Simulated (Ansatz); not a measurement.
Debugging a single point from an input written key by key of C5H7N, SMILES C=CCC1C=N1 (Ansatz 0.2.0 through its Python package).

`run_deck.py`:
```python
"""Run C5H7N from an input written out key by key."""

import ansatz as az
import numpy as np
import pandas as pd

DECK = """
crystal:
  periodic: [false, false, false]
  atoms:
    - { symbol: C, position_ang: [-2.2118, 0.5056, 0.3652] }
    - { symbol: C, position_ang: [-1.2921, -0.3947, -0.0051] }
    - { symbol: C, position_ang: [0.1316, -0.3964, 0.4791] }
    - { symbol: C, position_ang: [1.1485, -0.2134, -0.6022] }
    - { symbol: C, position_ang: [2.4014, 0.4157, -0.4026] }
    - { symbol: "N", position_ang: [1.6118, 1.2099, -0.9492] }
    - { symbol: H, position_ang: [-1.9738, 1.3174, 1.046] }
    - { symbol: H, position_ang: [-3.2249, 0.458, -0.022] }
    - { symbol: H, position_ang: [-1.5783, -1.1823, -0.6985] }
    - { symbol: H, position_ang: [0.2693, 0.3652, 1.2575] }
    - { symbol: H, position_ang: [0.3191, -1.3623, 0.9638] }
    - { symbol: H, position_ang: [1.0277, -0.8741, -1.4493] }
    - { symbol: H, position_ang: [6.3684, 0.286, 0.0329] }
basis:
  gaussian: { orbitals: def2-SVP }
correlation:
  method: mp2
output:
  forces: true
"""

session = az.Session.from_yaml(DECK)
r = session.plan(threads=1).execute().report

print("reference energy %16.6f eV" % r["reference_energy_ev"])
print("total energy     %16.6f eV" % r["free_energy_ev"])
print("occupied orbitals outside the frozen core (up, down):", r["n_occupied"], " frozen:", r["n_frozen"], " virtual:", r["n_virtual"])
symbols = ["C", "C", "C", "C", "C", "N", "H", "H", "H", "H", "H", "H", "H"]
print("correlation energy", round(r["free_energy_ev"] - r["reference_energy_ev"], 5), "eV")
cluster = r["correlation"].get("coupled_cluster")
if cluster:
    print("cycles", cluster["cycles"], " T1 diagnostic", round(cluster["t1_diagnostic"], 4), " largest double", round(cluster["largest_double"], 4))

forces = np.array(r["forces_ev_ang"])
print("largest force", round(float(np.linalg.norm(forces, axis=1).max()), 4), "eV/A, rms", round(float(np.sqrt((forces ** 2).mean())), 4))
charges = r["charge_distribution"]
table = pd.DataFrame({"atom": symbols, "mulliken": charges["mulliken_charges_e"], "lowdin": charges["lowdin_charges_e"]})
print(table.round(3).to_string())
print("dipole (e A):", np.round(charges["dipole_moment_e_ang"], 4) + 0.0)
```

Output of `python run_deck.py`:
```text
reference energy     -6728.011820 eV
total energy         -6754.090110 eV
occupied orbitals outside the frozen core (up, down): [16, 16]  frozen: 6  virtual: [97, 97]
correlation energy -26.07829 eV
largest force 2.984 eV/A, rms 0.7177
   atom  mulliken  lowdin
0     C    -0.057   0.005
1     C    -0.108  -0.036
2     C     0.053   0.002
3     C    -0.055  -0.098
4     C    -0.076  -0.154
5     N    -0.137   0.104
6     H     0.042   0.005
7     H     0.046   0.005
8     H     0.033   0.012
9     H     0.034   0.015
10    H     0.056   0.025
11    H     0.047  -0.005
12    H     0.121   0.121
dipole (e A): [ 0.2958 -0.3341  0.1425]
```

No error stopped it. What is wrong with the input all the same?

The fault: one atom is pulled far from the rest. The correction:

```diff
--- before
+++ after
@@ -22,3 +22,3 @@
     - { symbol: H, position_ang: [1.0277, -0.8741, -1.4493] }
-    - { symbol: H, position_ang: [6.3684, 0.286, 0.0329] }
+    - { symbol: H, position_ang: [3.3715, 0.1514, 0.0174] }
 basis:
```

The mended script runs so:

Running `python run_deck.py` prints:
```text
reference energy     -6736.561649 eV
total energy         -6759.231491 eV
occupied orbitals outside the frozen core (up, down): [16, 16]  frozen: 6  virtual: [97, 97]
correlation energy -22.66984 eV
largest force 2.8341 eV/A, rms 0.6231
   atom  mulliken  lowdin
0     C    -0.054   0.004
1     C    -0.105  -0.040
2     C     0.066   0.003
3     C    -0.099  -0.114
4     C     0.045  -0.059
5     N    -0.146   0.147
6     H     0.038   0.004
7     H     0.044   0.003
8     H     0.030   0.012
9     H     0.023   0.011
10    H     0.044   0.015
11    H     0.045  -0.005
12    H     0.070   0.018
dipole (e A): [ 0.233  -0.3703  0.2083]
```

Notes:
- Total energies depend on the basis set; only differences at equal settings carry meaning.
- The geometry is a force-field or estimated start, not a minimum of this method, and the basis set is short of its limit.
- The Löwdin charges here are taken after orthogonalising the functions within each atom; they differ from plain Löwdin charges, and their signs can be unphysical.
- Run time: 8.7 s on 1 thread of Arm Neoverse V1 (shared host), peak memory 0.4 GiB.

(Lines on the test bed's own set-up are left out of the output.)
